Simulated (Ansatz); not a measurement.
Basis-set series for C₃H₄FN (`C=C=C(N)F`). Total charge 0; spin multiplicity 1. The structure was optimised at the PBE0-D4/def2-TZVP level. It is one conformer, not always the lowest.

```json
{"atom": "C1", "x (Å)": "0.4700", "y (Å)": "-0.2305", "z (Å)": "-1.8057"}
{"atom": "C2", "x (Å)": "0.0258", "y (Å)": "-0.2839", "z (Å)": "-0.5843"}
{"atom": "C3", "x (Å)": "-0.4672", "y (Å)": "-0.2706", "z (Å)": "0.6245"}
{"atom": "N4", "x (Å)": "-0.3219", "y (Å)": "0.6963", "z (Å)": "1.6027"}
{"atom": "F5", "x (Å)": "-1.2770", "y (Å)": "-1.2581", "z (Å)": "1.0420"}
{"atom": "H6", "x (Å)": "1.3774", "y (Å)": "-0.7482", "z (Å)": "-2.1099"}
{"atom": "H7", "x (Å)": "-0.0504", "y (Å)": "0.3288", "z (Å)": "-2.5814"}
{"atom": "H8", "x (Å)": "-0.0384", "y (Å)": "0.3150", "z (Å)": "2.4965"}
{"atom": "H9", "x (Å)": "0.2817", "y (Å)": "1.4513", "z (Å)": "1.3157"}
```

| functional | basis | functions | energy (Eh) | HOMO (eV) | LUMO (eV) |
| --- | --- | --- | --- | --- | --- |
| PBE0-D4 | def2-TZVPP | 211 | -271.06259 | -6.34 | -0.34 |
| PBE0-D4 | def2-QZVPP | 405 | -271.07720 | -6.38 | -0.42 |
| ωB97M-V | def2-TZVPP | 211 | -271.26456 | -8.54 | 1.81 |
| ωB97M-V | def2-QZVPP | 405 | -271.27823 | -8.58 | 1.58 |

(1) Give the rows for def2-SVP. (Estimate.)

Results:

(1) Computed: 
| functional | basis | functions | energy (Eh) | HOMO (eV) | LUMO (eV) |
| --- | --- | --- | --- | --- | --- |
| PBE0-D4 | def2-SVP | 90 | -270.74737 | -6.19 | -0.11 |
| ωB97M-V | def2-SVP | 90 | -270.93880 | -8.36 | 2.15 |

Positive LUMOs are unbound and depend on the basis.
